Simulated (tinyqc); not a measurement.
Inside a calculation. Method: Pariser-Parr-Pople SCF with singles CI, for the molecule C=CC(=O)O (SMILES; centres numbered as the heavy atoms are written). One step of it, computed by the program tinyqc.

Problem. PPP integrals. Mataga-Nishimoto: gamma = 14.399645/(R + a), a = 2 x 14.399645/(gamma_rr + gamma_ss); H_rr = -W_r - sum_(s != r) z_s gamma_rs; H_rs = beta for bonds.

Centres (angstrom, eV; a flat drawing with bonds scaled to 1.40 angstrom):
```
centre          x          y  core charge z          W   gamma_rr
1C      -1.940000   0.000000              1  10.160000   9.880000
2C      -0.727000   0.700000              1  10.160000   9.880000
3C       0.485000   0.000000              1  10.160000   9.880000
4O       0.485000  -1.400000              1  19.570000  14.010000
5O       1.697000   0.700000              2  32.040000  22.900000
```

Resonance integrals (eV):
```
i  j       beta
1  2  -2.400000
2  3  -2.400000
3  4  -2.520000
3  5  -2.310000
```

Give: repulsion gamma_rs; core matrix H.

Solution.

repulsion gamma_rs (eV), order 1C, 2C, 3C, 4O, 5O:
$$\begin{pmatrix}
9.8800 & 5.0385 & 3.7089 & 3.5949 & 3.1424 \\
5.0385 & 9.8800 & 5.0400 & 3.9667 & 4.3601 \\
3.7089 & 5.0400 & 9.8800 & 5.5266 & 6.3207 \\
3.5949 & 3.9667 & 5.5266 & 14.0100 & 4.4930 \\
3.1424 & 4.3601 & 6.3207 & 4.4930 & 22.9000
\end{pmatrix}$$

core matrix H (eV), order 1C, 2C, 3C, 4O, 5O:
$$\begin{pmatrix}
-28.7871 & -2.4000 & 0.0000 & 0.0000 & 0.0000 \\
-2.4000 & -32.9254 & -2.4000 & 0.0000 & 0.0000 \\
0.0000 & -2.4000 & -37.0769 & -2.5200 & -2.3100 \\
0.0000 & 0.0000 & -2.5200 & -41.6442 & 0.0000 \\
0.0000 & 0.0000 & -2.3100 & 0.0000 & -50.3562
\end{pmatrix}$$
